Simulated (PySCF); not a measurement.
CH2, SMILES [CH2], multiplicity 3. The structure is a stationary point at r2SCAN-D4/def2-TZVPD. The isomer is the one that the SMILES or the coordinates give; other isomers of the formula were not compared.

The numbers are results of r2SCAN-D4/def2-TZVPD (PySCF 2.14.0), not measurements.

Harmonic wavenumbers (cm⁻¹): 1060, 3135, 3368. Rotational constants (GHz): 1652, 253.9, 220.1; symmetry number 2.

Work out the zero-point energy and the ideal-gas rigid-rotor harmonic-oscillator thermochemistry at 298.15 K and 1 atm.

ZPE = ½ Σ hcν = ½ × 7562 cm⁻¹ = 45.23 kJ/mol. H − E(el) = 55.23 kJ/mol. Entropy in J/(mol K): translation 141.68, rotation 44.15, vibration 0.31, spin 9.13, total 195.28. G − E(el) = -3.00 kJ/mol. Cp = 34.58 J/(mol K).
